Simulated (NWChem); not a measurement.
# Correlation energy of O

```xyz
1

O      0.0000     0.0000     0.0000
```
Charge 0, spin multiplicity 3.

Everything below was run with NWChem.

Basis set: 6-31G*. Each correlation energy counts from its own Hartree-Fock reference.

The correlated methods keep 1 core orbital frozen. The Pople sets run with spherical d functions. No SCF solution was tested for a lower state. Open-shell Hartree-Fock references start from PBE0 orbitals. Coupled-cluster values serve here as a point of comparison, not as the truth.

```json
[
 {"method": "UMP2", "correlation energy (mHa)": "-95.0"},
 {"method": "SCS-UMP2", "correlation energy (mHa)": "-92.8"},
 {"method": "CCSD on UHF", "correlation energy (mHa)": "[?]"},
 {"method": "CCSD[T] on UHF", "correlation energy (mHa)": "-111.6"},
 {"method": "CCSD(T) on UHF", "correlation energy (mHa)": "-111.6"},
 {"method": "CCSD on ROHF", "correlation energy (mHa)": "[?]"},
 {"method": "CCSD[T] on ROHF", "correlation energy (mHa)": "-116.5"},
 {"method": "CCSD(T) on ROHF", "correlation energy (mHa)": "-116.5"},
 {"method": "CCSDT on ROHF", "correlation energy (mHa)": "-116.6"}
]
```

Some entries are withheld; supply them.


- CCSD on UHF, correlation energy (mHa): -110.7
- CCSD on ROHF, correlation energy (mHa): -115.5
